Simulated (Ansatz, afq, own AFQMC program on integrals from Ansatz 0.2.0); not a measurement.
AFQMC on a folder of integrals that Ansatz 0.2.0 wrote.

```yaml
crystal:
  periodic: [false, false, false]
  atoms:
    - {symbol: Ge, position_ang: [0.000000, 0.000000, 0.269193]}
    - {symbol: O, position_ang: [0.000000, 0.000000, -1.363087]}
    - {symbol: H, position_ang: [0.000000, 1.286605, 1.118308]}
    - {symbol: H, position_ang: [0.000000, -1.286605, 1.118308]}
basis:
  gaussian: {orbitals: cc-pVTZ}
magnetization: {spin_polarized: false}
correlation: {method: ccsd_t, electrons: outside_noble_gas, hamiltonian_folder: ham}
```

```sh
$ ansatz run in.yaml --threads 1 --pin off --events-out ev --progress --plain --max-ram 16896MiB --backend cuda --devices 0, --max-vram 18GiB
```

afq runs on the folder ham with

```
--method phaseless --trial cisd --walkers 1600 --populations 20 --least-time 60 --time-step 0.005 --steps-per-block 50 --equilibration-blocks 28 --max-blocks 4000 --target-error 0.00021 --factor-cut 1e-05 --seed 1467 --release-times 0.24,0.51,0.99,1.62,2.4 --release-step 0.03 --release-every 3 --taylor-order 6
```

Times are imaginary, in 1/Eh. The walk had a cap of 238 s. With eight or more populations the least sampling time is a fifth of least-time, and the error comes from their spread. Filled inner d shells are frozen with the cores.

Log:

```
orbitals 86  electrons 6 6  factors 567 of 612
reference energy -2151.40242520 Eh
CCSD correlation -0.37356534 Eh in 13 cycles, weight of the determinant in the CISD state 0.8629
energy of the start -2151.775975 Eh
 block  time / (1/Eh)  mean weight  energy / Eh
     1     0.250  1.0000  -2151.773645
     2     0.500  0.9993  -2151.781531
     3     0.750  0.9993  -2151.785386
     4     1.000  0.9995  -2151.785799
     5     1.250  0.9996  -2151.789507
     7     1.750  0.9998  -2151.791308
     9     2.250  0.9992  -2151.791238
    13     3.250  1.0000  -2151.794822
    25     6.250  1.0004  -2151.793911
    37     9.250  0.9996  -2151.794437
    49    12.250  0.9994  -2151.794224
    61    15.250  1.0003  -2151.793001
    73    18.250  1.0000  -2151.793238
    85    21.250  0.9999  -2151.797472
    97    24.250  0.9998  -2151.797427
   109    27.250  1.0000  -2151.791911
   121    30.250  1.0002  -2151.792069
   133    33.250  1.0005  -2151.794571
   145    36.250  1.0005  -2151.797431
   157    39.250  1.0002  -2151.791852
   169    42.250  1.0003  -2151.795036
   181    45.250  1.0002  -2151.793276
   193    48.250  1.0003  -2151.795912
   205    51.250  1.0005  -2151.795411
   217    54.250  1.0003  -2151.797013
   229    57.250  1.0004  -2151.801366
   235    58.750  1.0000  -2151.791604
   241    60.250  1.0000  -2151.793160
   247    61.750  1.0002  -2151.792056
error from the spread of 20 populations
released: time / (1/Eh)  energy / Eh  error  mean overlap
  0.24  -2151.795023  0.000181  0.9953
  0.51  -2151.795164  0.000193  0.9916
  0.99  -2151.795219  0.000183  0.9864
  1.62  -2151.795379  0.000299  0.9754
  2.40  -2151.796031  0.000427  0.9649
energy -2151.794785 +/- 0.000187 Eh
(rows thinned)
```

The run passed its tests (sampling time, drift between the halves within three errors, error under three times the target), which doesn't prove that it has relaxed.

Against this walk (error 5.1 meV) on the same determinant: CCSD(T) 33.1 meV higher, CCSDT(Q) 20.8 meV lower. The error is statistical and leaves out the bias of the constraint. Released to 1.62 1/Eh the energy moves by -16 ± 10 meV (both errors), within twice the noise. CCSDT(Q) is the surest value here, so the walk's 21 meV above it is most likely the bias of the constraint with this trial, which can have either sign.

Cautions: constraint bias not in the error; no relativity below Rb; no spin-orbit coupling; inner d shell frozen; higher spins were not checked; raised T1 diagnostic (T1 0.027, weight of the determinant 0.86, largest double 0.09); the bias of populations of 80 walkers isn't removed.

The walk took 61 s on 1 × NVIDIA H100 80GB HBM3 with 2 threads of AMD EPYC 7R13 Processor (Zen 3), with other jobs on the host (the card was shared). The log's last line is the phaseless energy.

CCSDT and higher add their correlation energy to the determinant of the CCSD(T) run, since their own runs factorise the integrals more tightly (a shift of under 2 meV). A walk keeps the symmetry of its determinant, which the program's search chose and which needn't be the lowest solution, so a lower state of the same spin and another symmetry isn't excluded.
